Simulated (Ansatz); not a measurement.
Results of PBEsol (Ansatz, a first-principles code, PAW) for bcc K.

Numerical settings: plane-wave cutoff 520 eV, 16×16×16 k mesh, Fermi–Dirac smearing 0.05 eV, scalar-relativistic PAW data made under PBE.

Cell (relaxed at this level):

```
K
1.0
   -2.60749     2.60749     2.60749
    2.60749    -2.60749     2.60749
    2.60749     2.60749    -2.60749
K
1
Direct
  0.00000   0.00000   0.00000
```

Task: Give the computed bulk modulus and pressure derivative B′ of the bulk modulus.

Result: 
- bulk modulus: 3.72 GPa
- pressure derivative B′ of the bulk modulus: 3.7

The run finds no gap.

Measured, for comparison: bulk modulus 3.75 GPa (corrected for temperature and zero-point phonon effects; as tabulated in Levämäki et al. (2014), arXiv:1402.3671). Computed (rounded) less measured: bulk modulus -0.8 %.

Computed values are for the static lattice.

The result took around 40 core-seconds (rough).
